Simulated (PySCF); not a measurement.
Input of a run (PBE0-D3(BJ)/def2-SVP geometry optimisation, gas phase (PySCF 2.14.0)), started from GFN2-xTB:
```
{"job": {"xc": "PBE0", "basis": "def2-SVP", "d3": "d3bj", "grid": 1, "kind": "geom"}, "charge": 0, "multiplicity": 1}
C     -1.293069    -0.002339     0.003280
C      0.000387     0.000064    -0.003531
C      1.293966     0.003548    -0.010953
H     -1.857849     0.621929     0.677129
H     -1.862806    -0.628697    -0.664373
H      1.855612     0.677738    -0.637488
H      1.867094    -0.667338     0.608858
```

Output (energies in Eh, forces in Eh/bohr):
```
step   0  E = -116.42357855  max force = 0.008959
step   1  E = -116.42490072  max force = 0.001694
step   2  E = -116.42490465  max force = 0.000054
optimisation converged
```

Problem. Summarise the run.

Solution. The energy falls by 0.036 eV over 3 energy and gradient evaluations, the largest force component goes from 0.0090 to 5.4e-05 Eh/bohr, and the atoms move by 0.020 Å rms after alignment. Among the bonds, C1–H4, C1–H5, C3–H6 and C3–H7 change most and about equally (+0.017 Å). Bonds longer at the end by more than 0.005 Å: 6 of 6; shorter: 0. The energy never rose by more than 1e-6 Eh on the way. The first step brought 100 % of the lowering.

Problem. What are the final bond lengths?

Solution. C1=C2 1.308 Å, C2=C3 1.308 Å, C1–H4 1.095 Å, C1–H5 1.095 Å, C3–H6 1.095 Å, C3–H7 1.095 Å. Numbering counts from 1 in the input's order; the species is `C=C=C`.

The run used 62 basis functions and 17 SCF cycles in all. On one thread, Arm Neoverse V1 (aarch64), on a shared host, this took 2.3 s wall and 0.31 GiB of memory at its peak.

PBE0-D3(BJ)/def2-SVP frequencies: not computed here.
